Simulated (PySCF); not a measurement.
**Solvent effects on NMR parameters**

Geometry:
```tsv
atom	x (Å)	y (Å)	z (Å)
N1	-1.352	0.402	-0.347
Si2	0.001	-0.292	0.463
N3	1.415	0.057	-0.461
H4	-1.582	0.148	-1.300
H5	-2.175	0.674	0.178
H6	-0.091	0.282	1.847
H7	0.042	-1.787	0.607
H8	2.220	-0.555	-0.407
H9	1.684	1.014	-0.656
```

GIAO PBE0/pcSseg-1 in PySCF 2.14 on one PBE0-D3(BJ)/def2-SVP conformer, non-relativistic, equivalent nuclei averaged. Solvents enter as an IEF-PCM continuum (cyclohexane with ε = 2.0, chloroform with ε = 4.7) around the gas-phase geometry. Shifts are referred to TMS computed in the same medium.

Gas phase, δ in ppm: Si2 -41.1, H6/H7 4.88, H4/H5/H8/H9 0.32. Dipole moment 0.62 D.

**Question.** How does each δ change in the continuum?

**Answer.** 
| atoms | environment | Δδ, cyclohexane | Δδ, chloroform |
| --- | --- | --- | --- |
| Si2 | silicon bonded to 2 N, 2 H | -0.7 | -0.8 |
| H6/H7 | hydrogen on a silicon bonded to 2 N | -0.05 | -0.09 |
| H4/H5/H8/H9 | hydrogen on a nitrogen bonded to Si | +0.18 | +0.32 |

Changes are relative to the gas phase. The dipole moment becomes 0.75 D in cyclohexane, 0.79 D in chloroform.

**Question.** Which nuclei move most (in ppm), and what does the model miss?

**Answer.** Si2 (silicon bonded to 2 N, 2 H, -0.8 ppm) in chloroform. A continuum only polarises the solute; specific hydrogen bonds, the anisotropy of aromatic solvents and changes of geometry or conformer are outside it.
